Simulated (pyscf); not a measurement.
Optimised with ωB97X-D3(BJ)/def2-SVP in PySCF. MP2 and CC: frozen core, UHF for open shells. ΔMP2 is the change of the MP2 total energy from the triple- to the quadruple-zeta basis.

Q: Estimate the classical barrier height and the reaction energy of H₃C–SiH₂–Cl + H• -> CH₄ + •H₂Si–Cl at CCSD/def2-TZVPP. The step runs on the doublet surface, breaks C–Si and forms C–H; take the separated reactants as zero.

A: ΔE‡ = 1.37 eV, ΔE = -0.80 eV. CCSD(T)/def2-TZVPP + ΔMP2(QZVPP) gives 1.29 eV and -0.74 eV. Zero-point energy shifts the barrier by +0.05 eV. It is a substitution at C, with an imaginary mode of 1499i cm⁻¹. The same reactants have a lower exit, to H₃C–SiH•–Cl + H₂ (barrier +0.21 eV at ωB97M-D3(BJ), against +1.27 eV here). This is the saddle that the search found; another between the same sides may lie lower. The angle at the attacked C is 179°. The CCSD(T) − MP2 part came from Ansatz, without density fitting, on the same reference.
